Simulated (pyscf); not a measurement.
This saddle point was located with ωB97X-D3(BJ)/def2-SVP in PySCF.

```xyz
8

O      1.1211    -0.5948    -0.8305
Si     0.4564     0.5147     0.1935
F      0.1287     1.9321    -0.5208
H      0.4769    -1.2309    -1.1663
H      0.6566     0.9524     1.7697
H      1.8903     0.8707     0.8087
O     -0.9893    -0.2269     0.5543
H     -1.6025     0.2485     1.1244
```
Charge 0, spin multiplicity 2.

Surface: doublet, charge 0. Lowest wavenumbers (cm⁻¹): 423i, 206, 293, 341, 402.

Task: Name the species on either side of this saddle.

Result: HO–SiH(OH)–F (SMILES O[SiH](O)F) + H• (SMILES [H]) <-> HO–SiH(OH)–F (SMILES O[SiH](O)F) + H• (SMILES [H]), a substitution at Si read from left to right: H–Si broken and H–Si formed. At ωB97M-D3(BJ)/def2-TZVP it lies +0.60 eV from the left side and +0.60 eV from the right (each side as separated species at their lowest minima found). This is the saddle that the search found; another between the same sides may lie lower. The angle at the attacked Si is 58° (front-side attack).
